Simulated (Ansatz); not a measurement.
Relaxation of CH$_{7}$B (9 atoms, charge 0, multiplicity 1), to a largest force component of 0.03 eV/Å in at most 50 steps.

Computed with RKS B3LYP-D4/def2-SVP in Ansatz.

```xyz
9
Properties=species:S:1:pos:R:3:forces:R:3
B 0.013 0.122 0.305 0.00 -0.09 0.47
C 0.022 0.208 1.887 0.06 0.30 -0.36
H -0.925 -0.060 2.378 -0.01 0.01 -0.01
H 0.861 -0.315 2.370 0.00 -0.02 0.00
H 0.185 1.288 2.092 -0.02 0.01 0.03
H 1.051 0.016 -0.305 0.00 0.02 -0.01
H -1.007 0.279 -0.323 -0.01 0.02 0.02
H -0.286 -2.248 0.271 -0.05 -0.92 -1.51
H -0.266 -1.862 0.878 0.02 0.67 1.36
```

Problem. Where does it end, and by what steps?

Solution. It converged. After 8 steps the energy has fallen by 0.118 eV; H9 moved furthest, 0.64 Å.

```csv
step,energy less start (eV),largest force component (eV/Å),accepted
0,0.0000,1.507,yes
1,-0.0863,0.366,yes
2,-0.0929,0.889,yes
3,-0.1126,0.198,yes
4,-0.1165,0.054,yes
5,-0.1175,0.061,yes
6,-0.1178,0.044,yes
7,-0.1179,0.034,yes
8,-0.1180,0.028,yes
```

```xyz
9
Properties=species:S:1:pos:R:3
B 0.022 0.163 0.401
C 0.046 0.360 1.948
H -0.899 0.132 2.464
H 0.891 -0.117 2.468
H 0.199 1.457 2.063
H 1.047 0.000 -0.219
H -1.005 0.282 -0.224
H -0.297 -2.375 -0.050
H -0.354 -2.474 0.703
```

Whether the end is a true minimum wasn't checked by a vibrational analysis.

Time of the run: 15 s on 1 thread of Arm Neoverse V1, with other jobs on the host, peak memory 0.12 GiB.
